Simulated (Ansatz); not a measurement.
Job for Ansatz (a quantum-chemistry and plane-wave program): R-B3LYP/def2-TZVPPD on CH4O (SMILES CO) with ghost functions. Files ending in .json are basis or fitting sets from the Basis Set Exchange.

Ansatz 0.2 input:
```yaml
crystal:
  periodic: [false, false, false]
  atoms:
    - {symbol: O, position_ang: [1.83412330, -0.39125870, -0.49298803]}
    - {symbol: H, position_ang: [2.11614930, -0.02130970, -1.33285203]}
    - {symbol: C, position_ang: [2.22003730, 0.52032630, 0.52644897]}
    - {symbol: H, position_ang: [1.89685430, 0.09069330, 1.46951497]}
    - {symbol: H, position_ang: [3.30109230, 0.65940930, 0.56548897]}
    - {symbol: H, position_ang: [1.74156230, 1.49392430, 0.41127197]}
basis:
  gaussian:
    orbitals: def2-TZVPPD.json
    ghost_atoms:
      - {symbol: N, position_ang: [-1.96897670, -0.44723870, -0.59207403]}
      - {symbol: H, position_ang: [-0.97857770, -0.65945370, -0.62014703]}
      - {symbol: H, position_ang: [-2.44396470, -1.33678570, -0.51523903]}
      - {symbol: C, position_ang: [-2.25130770, 0.35451330, 0.59615997]}
      - {symbol: H, position_ang: [-3.31715270, 0.56882130, 0.64594797]}
      - {symbol: H, position_ang: [-1.95631570, -0.09914770, 1.54813197]}
      - {symbol: H, position_ang: [-1.73853170, 1.31093430, 0.51173197]}
hamiltonian:
  xc: {name: B3LYP}
scf: {lower_state_search: off}
```

Output:

```
WARN ansatz: RAYON_NUM_THREADS=1 ignored (pool sized by the plan → 1); use --threads N
Functional definition: B3LYP
these checks for a lower state are left out or cut short: stability, starts, cluster_reference, orbital_swaps, neighbouring_geometries, increment
integrals: 0.19 GiB planned
1187 factors; their error is unknown
mean field: 1.77 GiB planned
mean field evaluation 1: about -3145.0905 eV, gradient 5.3e1 eV
mean field evaluation 2: about -3137.5410 eV, gradient 8.3e1 eV
mean field evaluation 4: about -3150.5278 eV, gradient 3.7e0 eV
mean field evaluation 8: about -3150.5457 eV, gradient 3.4e-2 eV
mean field -3150.54575062 eV, -115.7804208186 hartree, gradient 5.7e-6 eV, S^2 0.000000; 0 other end points of the search recorded, 0 dependent functions left out
reference -3150.54598049 eV, -115.7804292662 hartree; 9, 9 occupied and 295, 295 virtual orbitals, 1187 factors
Total energy: -3150.54598049 eV, -115.7804292662 hartree
Checks for a lower state left out: stability, starts, cluster_reference, orbital_swaps, neighbouring_geometries, increment
```

Self-consistency was reached.

Cost: around 6 core-seconds (rough).
